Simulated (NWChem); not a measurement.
All runs are NWChem calculations. System: N$_{2}$ (+1), charge 1, spin multiplicity 2, at a geometry optimised with UB3LYP/def2-SVP. The structure started from a generated list of species. Its SCF solution wasn't tested for a lower state. Level: UHF/def2-TZVP.

Input file:

```
start mol
memory heap 200 mb stack 900 mb global 1100 mb
charge 1
geometry units angstroms nocenter noautoz
  N      0.000000     0.000000     0.556627
  N      0.000000     0.000000    -0.556627
  symmetry group D2h
end
basis spherical
  * library def2-tzvp
end
scf
  uhf
  nopen 1
  maxiter 100
  thresh 1e-7
  semidirect memsize 60000000 filesize 0
  # guess.movecs holds the orbitals of an unrestricted PBE0 run
  vectors input guess.movecs output mol.movecs
end
task scf energy
```

Part of the output:

```
             Northwest Computational Chemistry Package (NWChem) 7.3.0
             --------------------------------------------------------

                                NWChem Input Module
                                -------------------

 Scaling coordinates for geometry "geometry" by  1.889725989
 (inverse scale =  0.529177249)

 Turning off AUTOSYM since
 SYMMETRY directive was detected!

                             Geometry "geometry" -> ""
                             -------------------------

 Output coordinates in angstroms (scale by  1.889725989 to convert to a.u.)

  No.       Tag          Charge          X              Y              Z
 ---- ---------------- ---------- -------------- -------------- --------------
    1 N                    7.0000     0.00000000     0.00000000     0.55662700
    2 N                    7.0000     0.00000000     0.00000000    -0.55662700

 Effective nuclear repulsion energy (a.u.)      23.2917961229

            Nuclear Dipole moment (a.u.)
            ----------------------------
        X                 Y               Z
 ---------------- ---------------- ----------------
     0.0000000000     0.0000000000     0.0000000000

      Symmetry information
      --------------------

 Group name             D2h
 Group number             26
 Group order               8
 No. of unique centers     1

      Symmetry unique atoms

     1


 Summary of "ao basis" -> "" (spherical)
 ------------------------------------------------------------------------------
       Tag                 Description            Shells   Functions and Types
 ---------------- ------------------------------  ------  ---------------------
 *                         def2-tzvp                  on all atoms

 Summary of "ao basis" -> "ao basis" (spherical)
 ------------------------------------------------------------------------------
       Tag                 Description            Shells   Functions and Types
 ---------------- ------------------------------  ------  ---------------------
 N                         def2-tzvp                11       31   5s3p2d1f

                                 NWChem SCF Module
                                 -----------------

  ao basis        = "ao basis"
  functions       =    62
  atoms           =     2
  alpha electrons =     7
  beta  electrons =     6
  charge          =   1.00
  wavefunction    = UHF
  use symmetry    = T
  symmetry adapt  = T

 Summary of "ao basis" -> "ao basis" (spherical)
 ------------------------------------------------------------------------------
       Tag                 Description            Shells   Functions and Types
 ---------------- ------------------------------  ------  ---------------------
 N                         def2-tzvp                11       31   5s3p2d1f

      Symmetry analysis of basis
      --------------------------

        ag         14
        au          3
        b1g         3
        b1u        14
        b2g         7
        b2u         7
        b3g         7
        b3u         7

 Forming initial guess at       0.0s

   Symmetry analysis of molecular orbitals - initial alpha
   -------------------------------------------------------

  Numbering of irreducible representations:

     1 ag          2 au          3 b1g         4 b1u         5 b2g
     6 b2u         7 b3g         8 b3u

  Orbital symmetries:

     1 ag          2 b1u         3 ag          4 b1u         5 ag
     6 b2u         7 b3u         8 b2g         9 b3g        10 ag
    11 b1u        12 b2u        13 b3u        14 ag         15 b3g
    16 b2g        17 b1u

   Symmetry analysis of molecular orbitals - initial beta
   ------------------------------------------------------

  Numbering of irreducible representations:

     1 ag          2 au          3 b1g         4 b1u         5 b2g
     6 b2u         7 b3g         8 b3u

  Orbital symmetries:

     1 ag          2 b1u         3 ag          4 b1u         5 b3u
     6 b2u         7 ag          8 b2g         9 b3g        10 ag
    11 b1u        12 b3u        13 b2u        14 ag         15 b3g
    16 b2g        17 b1u

 Starting SCF solution at       0.0s

 ----------------------------------------------
         Quadratically convergent UHF

 Convergence threshold     :          1.000E-07
 Maximum no. of iterations :          100
 Integral*density screening:          1.000E-09
 ----------------------------------------------

              iter       energy          gnorm     gmax       time
             ----- ------------------- --------- --------- --------
                 1     -108.3988061362  4.51D-01  1.12D-01      0.2
                 2     -108.4104194327  7.37D-02  2.59D-02      0.2
                 3     -108.4113080655  4.22D-03  8.74D-04      0.2
                 4     -108.4113096474  4.44D-06  1.40D-06      0.3
                 5     -108.4113096474  1.85D-09  8.56D-10      0.3

       Final UHF  results
       ------------------

         Total SCF energy =   -108.411309647403
      One electron energy =   -187.357848206636
      Two electron energy =     55.654742436349
 Nuclear repulsion energy =     23.291796122884

                       Sz =      0.5000
                 Sz(Sz+1) =      0.7500
                      S^2 =      0.7680

        Time for solution =      0.3s

       Symmetry analysis of molecular orbitals - alpha
       -----------------------------------------------

  Numbering of irreducible representations:

     1 ag          2 au          3 b1g         4 b1u         5 b2g
     6 b2u         7 b3g         8 b3u

  Orbital symmetries:

     1 ag          2 b1u         3 ag          4 b1u         5 ag
     6 b3u         7 b2u         8 b3g         9 b2g        10 ag
    11 b1u        12 b2u        13 b3u        14 ag         15 b3g
    16 b2g        17 b1u

       Symmetry analysis of molecular orbitals - beta
       ----------------------------------------------

  Numbering of irreducible representations:

     1 ag          2 au          3 b1g         4 b1u         5 b2g
     6 b2u         7 b3g         8 b3u

  Orbital symmetries:

     1 ag          2 b1u         3 ag          4 b1u         5 b2u
     6 b3u         7 ag          8 b3g         9 b2g        10 ag
    11 b1u        12 b2u        13 b3u        14 ag         15 b3g
    16 b2g        17 b1u

          Final alpha eigenvalues
          -----------------------

              1
    1  -16.1899
    2  -16.1865
    3   -1.9207
    4   -1.2742
    5   -1.1439
    6   -1.0333
    7   -1.0333
    8   -0.2550
    9   -0.2550
   10    0.0545
   11    0.0932
   12    0.1372
   13    0.1372
   14    0.1632
   15    0.2827
   16    0.2827
   17    0.3144

          Final beta eigenvalues
          ----------------------

              1
    1  -16.1687
    2  -16.1666
    3   -1.8498
    4   -1.0457
    5   -1.0179
    6   -1.0179
    7   -0.5187
    8   -0.2245
    9   -0.2245
   10    0.0862
   11    0.1013
   12    0.1411
   13    0.1411
   14    0.1882
   15    0.2885
   16    0.2885
   17    0.3531

                    UHF Final Alpha Molecular Orbital Analysis
                    ------------------------------------------

 Vector    5  Occ=1.000000D+00  E=-1.143949D+00  Symmetry=ag
              MO Center=  3.1D-34,  1.2D-33,  9.9D-17, r^2= 1.2D+00
   Bfn.  Coefficient  Atom+Function         Bfn.  Coefficient  Atom+Function
  ----- ------------  ---------------      ----- ------------  ---------------
     8      0.359750  1 N  pz                39     -0.359750  2 N  pz
    11      0.263442  1 N  pz                42     -0.263442  2 N  pz
     4      0.229965  1 N  s                 35      0.229965  2 N  s

 Vector    6  Occ=1.000000D+00  E=-1.033340D+00  Symmetry=b3u
              MO Center=  2.1D-31,  6.7D-33, -6.1D-18, r^2= 8.2D-01
   Bfn.  Coefficient  Atom+Function         Bfn.  Coefficient  Atom+Function
  ----- ------------  ---------------      ----- ------------  ---------------
     6      0.329442  1 N  px                37      0.329442  2 N  px
     9      0.293129  1 N  px                40      0.293129  2 N  px

 Vector    7  Occ=1.000000D+00  E=-1.033340D+00  Symmetry=b2u
              MO Center=  4.2D-33, -1.1D-31,  3.7D-17, r^2= 8.2D-01
   Bfn.  Coefficient  Atom+Function         Bfn.  Coefficient  Atom+Function
  ----- ------------  ---------------      ----- ------------  ---------------
     7      0.329442  1 N  py                38      0.329442  2 N  py
    10      0.293129  1 N  py                41      0.293129  2 N  py

 Vector    8  Occ=0.000000D+00  E=-2.549709D-01  Symmetry=b3g
              MO Center= -1.8D-34, -2.9D-18, -8.5D-17, r^2= 1.4D+00
   Bfn.  Coefficient  Atom+Function         Bfn.  Coefficient  Atom+Function
  ----- ------------  ---------------      ----- ------------  ---------------
    13      0.444303  1 N  py                44     -0.444303  2 N  py
     7      0.348462  1 N  py                38     -0.348462  2 N  py
    10      0.345111  1 N  py                41     -0.345111  2 N  py

 Vector    9  Occ=0.000000D+00  E=-2.549709D-01  Symmetry=b2g
              MO Center= -1.2D-18, -1.1D-21, -1.1D-16, r^2= 1.4D+00
   Bfn.  Coefficient  Atom+Function         Bfn.  Coefficient  Atom+Function
  ----- ------------  ---------------      ----- ------------  ---------------
    12      0.444303  1 N  px                43     -0.444303  2 N  px
     6      0.348462  1 N  px                37     -0.348462  2 N  px
     9      0.345111  1 N  px                40     -0.345111  2 N  px

 Vector   10  Occ=0.000000D+00  E= 5.454214D-02  Symmetry=ag
              MO Center= -5.5D-33,  1.9D-32,  1.7D-16, r^2= 3.2D+00
   Bfn.  Coefficient  Atom+Function         Bfn.  Coefficient  Atom+Function
  ----- ------------  ---------------      ----- ------------  ---------------
     4      1.246984  1 N  s                 35      1.246984  2 N  s
     5     -1.229894  1 N  s                 36     -1.229894  2 N  s

                     UHF Final Beta Molecular Orbital Analysis
                     -----------------------------------------

 Vector    4  Occ=1.000000D+00  E=-1.045704D+00  Symmetry=b1u
              MO Center=  3.5D-34,  8.0D-34, -1.5D-16, r^2= 1.2D+00
   Bfn.  Coefficient  Atom+Function         Bfn.  Coefficient  Atom+Function
  ----- ------------  ---------------      ----- ------------  ---------------
     4      0.463276  1 N  s                 35     -0.463276  2 N  s
     3      0.283260  1 N  s                 34     -0.283260  2 N  s
     5      0.225476  1 N  s                 36     -0.225476  2 N  s
     2     -0.176020  1 N  s                 33      0.176020  2 N  s

 Vector    5  Occ=1.000000D+00  E=-1.017854D+00  Symmetry=b2u
              MO Center=  1.5D-17, -4.3D-17,  1.1D-17, r^2= 8.2D-01
   Bfn.  Coefficient  Atom+Function         Bfn.  Coefficient  Atom+Function
  ----- ------------  ---------------      ----- ------------  ---------------
     7      0.324873  1 N  py                38      0.324873  2 N  py
    10      0.290135  1 N  py                41      0.290135  2 N  py

 Vector    6  Occ=1.000000D+00  E=-1.017854D+00  Symmetry=b3u
              MO Center=  1.1D-16,  1.0D-17,  2.5D-17, r^2= 8.2D-01
   Bfn.  Coefficient  Atom+Function         Bfn.  Coefficient  Atom+Function
  ----- ------------  ---------------      ----- ------------  ---------------
     6      0.324873  1 N  px                37      0.324873  2 N  px
     9      0.290135  1 N  px                40      0.290135  2 N  px

 Vector    7  Occ=0.000000D+00  E=-5.186799D-01  Symmetry=ag
              MO Center= -6.9D-18,  1.0D-17, -7.5D-17, r^2= 1.4D+00
   Bfn.  Coefficient  Atom+Function         Bfn.  Coefficient  Atom+Function
  ----- ------------  ---------------      ----- ------------  ---------------
     8      0.319858  1 N  pz                39     -0.319858  2 N  pz
    11      0.256047  1 N  pz                42     -0.256047  2 N  pz
     5      0.226103  1 N  s                 36      0.226103  2 N  s

 Vector    8  Occ=0.000000D+00  E=-2.245063D-01  Symmetry=b3g
              MO Center=  4.8D-20,  1.6D-20, -1.6D-16, r^2= 1.4D+00
   Bfn.  Coefficient  Atom+Function         Bfn.  Coefficient  Atom+Function
  ----- ------------  ---------------      ----- ------------  ---------------
    13      0.480430  1 N  py                44     -0.480430  2 N  py
    10      0.345975  1 N  py                41     -0.345975  2 N  py
     7      0.344148  1 N  py                38     -0.344148  2 N  py

 Vector    9  Occ=0.000000D+00  E=-2.245063D-01  Symmetry=b2g
              MO Center=  3.8D-20,  2.1D-19,  1.1D-16, r^2= 1.4D+00
   Bfn.  Coefficient  Atom+Function         Bfn.  Coefficient  Atom+Function
  ----- ------------  ---------------      ----- ------------  ---------------
    12      0.480430  1 N  px                43     -0.480430  2 N  px
     9      0.345975  1 N  px                40     -0.345975  2 N  px
     6      0.344148  1 N  px                37     -0.344148  2 N  px

 center of mass
 --------------
 x =   0.00000000 y =   0.00000000 z =   0.00000000

 moments of inertia (a.u.)
 ------------------
          30.986995152947           0.000000000000           0.000000000000
           0.000000000000          30.986995152947           0.000000000000
           0.000000000000           0.000000000000           0.000000000000

  Mulliken analysis of the total density
  --------------------------------------

    Atom       Charge   Shell Charges
 -----------   ------   -------------------------------------------------------
    1 N    7     6.50   0.82  1.15  0.67  0.87  0.17  1.24  1.26  0.23  0.02  0.07  0.01
    2 N    7     6.50   0.82  1.15  0.67  0.87  0.17  1.24  1.26  0.23  0.02  0.07  0.01

  Mulliken analysis of the alpha density
  --------------------------------------

    Atom       Charge   Shell Charges
 -----------   ------   -------------------------------------------------------
    1 N    7     3.50   0.41  0.57  0.35  0.44  0.08  0.76  0.72  0.12  0.01  0.03  0.01
    2 N    7     3.50   0.41  0.57  0.35  0.44  0.08  0.76  0.72  0.12  0.01  0.03  0.01

   Mulliken analysis of the beta density
   -------------------------------------

    Atom       Charge   Shell Charges
 -----------   ------   -------------------------------------------------------
    1 N    7     3.00   0.41  0.58  0.32  0.43  0.09  0.48  0.53  0.11  0.01  0.04  0.00
    2 N    7     3.00   0.41  0.58  0.32  0.43  0.09  0.48  0.53  0.11  0.01  0.04  0.00

   Mulliken analysis of the spin density
   -------------------------------------

    Atom       Charge   Shell Charges
 -----------   ------   -------------------------------------------------------
    1 N    7     0.50   0.00 -0.00  0.03  0.01 -0.00  0.27  0.19  0.01  0.00 -0.01  0.00
    2 N    7     0.50   0.00 -0.00  0.03  0.01 -0.00  0.27  0.19  0.01  0.00 -0.01  0.00

       Multipole analysis of the density wrt the origin
       ------------------------------------------------

     L   x y z        total         alpha         beta         nuclear
     -   - - -        -----         -----         ----         -------
     0   0 0 0      1.000000     -7.000000     -6.000000     14.000000

     1   1 0 0     -0.000000     -0.000000     -0.000000      0.000000
     1   0 1 0      0.000000     -0.000000      0.000000      0.000000
     1   0 0 1      0.000000      0.000000      0.000000      0.000000

     2   2 0 0     -6.291456     -3.286976     -3.004480      0.000000
     2   1 1 0      0.000000      0.000000     -0.000000      0.000000
     2   1 0 1     -0.000000      0.000000     -0.000000      0.000000
     2   0 2 0     -6.291456     -3.286976     -3.004480      0.000000
     2   0 1 1     -0.000000     -0.000000     -0.000000      0.000000
     2   0 0 2     -4.243514    -11.595977     -8.137638     15.490101

 Task  times  cpu:        0.3s     wall:        0.3s

 Total times  cpu:        0.4s     wall:        0.4s
```
